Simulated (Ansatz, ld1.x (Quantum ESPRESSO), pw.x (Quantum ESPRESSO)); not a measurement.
**gold (Au): does the TM potential hold in the solid?**

ld1.x (Quantum ESPRESSO) 7.5 input, shortened:

```
&input
   title='Au', zed=79., rel=1, dft='PBESOL', iswitch=3,
   config='[Xe] 4f14 5d10 6s1 6p0'
 /
 &inputp
   pseudotype=2, tm=.true., lloc=0,
   nlcc=.false.
 /
3
6P  2  1   0.00   0.00  2.80  2.80  0.0
5D  3  2  10.00   0.00  1.25  1.25  0.0
6S  1  0   1.00   0.00  1.90  1.90  0.0
 &test
   configts(1)='5d10 6s1 6p0'
 /
```

Atomic tests: cutoffs needed: 60 Ry and 90 Ry (the cutoffs (Ry, on a coarse ladder) from which the occupation-weighted sum of valence levels, in a spherical-Bessel basis at the reference potential, stays within 10 and 1 mRy of its value at 400 Ry); ghost test: no extra level below or beside the all-electron valence levels (p, d, s, f tested) (spherical-Bessel basis up to 400 Ry, 20 bohr box); largest excitation error: -238 meV (all-electron minus pseudo) for 5d8 6s0 6p0, out of 7 test configurations.

Crystal test: bcc Au in pw.x 7.5, no spin, 14³ k-points, Fermi–Dirac smearing 0.01 Ry, cutoffs 110/440 Ry. The reference is all-electron LAPW (Ansatz 0.2.0) with the same functional, mesh and smearing; V0 and B0 come from Birch–Murnaghan fits to the pressures at five volumes. Errors are pseudo minus all-electron; Δ is the rms difference of the E(V) curves that follow from these fits, minima aligned, over ±6 % about the mean V0. Mesh and smearing are coarse, so the numbers serve the comparison and aren't converged zero-temperature values; the lattice is a test structure that the element need not adopt.

```csv
V (Å³/atom),P all-electron (GPa),P pseudo (GPa)
16.197,10.12,16.56
16.623,4.57,10.33
17.049,-0.10,5.06
17.475,-4.04,0.60
17.901,-7.35,-3.17
```

All-electron: a0 = 3.242 Å (V0 = 17.04 Å³/atom), B0 = 172.0 GPa.

Pseudopotential: mean pressure error (GPa): +5.24; a0 (Å): 3.273; a0 error (%): +0.97; B0 error (%): -4.5; Δ (meV/atom): 18.5. The largest radius (2.80 bohr) exceeds half the bond length (2.65 bohr), so the spheres overlap, which is one possible source of error among others. This is a poor potential for the solid.

Question: At the middle volume, how do free energy and pressure move when the wave cutoff is lowered (ecutrho kept at four times it)?

Answer:

```csv
cutoff (Ry),shift of F (meV/atom),shift of P (GPa)
50,+175.1,-0.10
66,+82.8,-3.01
88,+3.8,-0.38
```

The run at the middle volume (104 k-points, 7 iterations) took about 32 s on one core of a shared host (Neoverse-V1, 32 threads, 247 GiB, load 29).
